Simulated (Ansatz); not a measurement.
# Counterpoise correction, worked out

The pair of H₂O (SMILES O, atoms 1–3) and N₂ (SMILES N#N, atoms 4–5), both closed shells, in one local arrangement (a lower one may exist), relaxed at PBE0-D4/def2-TZVP:

```xyz
5
angstrom
O -0.0509 -0.2345 -1.6845
H -0.0960 -0.2466 -0.7255
H 0.0773 0.6874 -1.9165
N 0.0692 -0.1218 2.7063
N 0.0004 -0.0846 1.6202
```

Program: Ansatz 0.2.0. Basis: def2-TZVPPD. Cores are frozen in the correlated methods.

MP2 total energies in eV:

| system | geometry | basis functions | energy |
| --- | --- | --- | --- |
| pair | pair | all | -5052.89915 |
| H₂O | as in the pair | all (partner as ghosts) | -2076.97430 |
| N₂ | as in the pair | all (partner as ghosts) | -2975.87778 |
| H₂O | as in the pair | its own | -2076.96968 |
| N₂ | as in the pair | its own | -2975.86923 |
| H₂O | free (PBE0-D4 minimum) | its own | -2076.96972 |
| N₂ | free (PBE0-D4 minimum) | its own | -2975.87102 |

Task: Work out the interaction energy with and without the counterpoise correction, the superposition error, and the binding energy from the relaxed fragments.

Result: Without correction: -5052.89915 − (-2076.96968) − (-2975.86923) = -0.06024 eV.
With correction (each fragment in the whole basis): -5052.89915 − (-2076.97430) − (-2975.87778) = -0.04707 eV = -1.09 kcal/mol.
The superposition error is the difference, 0.01317 eV, 22 % of the uncorrected value: each fragment borrows its partner's functions.
Deformation from the free shapes: 0.00004 eV for H₂O and 0.00179 eV for N₂.
Binding energy from relaxed fragments: -0.04707 + 0.00004 + 0.00179 = -0.04524 eV = -1.04 kcal/mol (electronic, without zero-point energy; negative means bound). For comparison, the corrected interaction energy by CCSD(T) at an estimated basis limit (MP2 extrapolated from triple and quadruple zeta, plus CCSD(T) − MP2 in triple zeta) is -0.049 eV.

No T1 diagnostic of these runs exceeds 0.014.

For scale, one of the runs: CCSD(T)/def2-TZVPPD, 148 basis functions, launched by `ansatz run in.yaml --threads 2 --pin off --events-out ev --progress --plain --max-ram 5222MiB`. Time: 14 s of wall clock on 2 CPU threads of an Arm Neoverse V1; the host was shared. Peak host memory: 0.97 GiB.
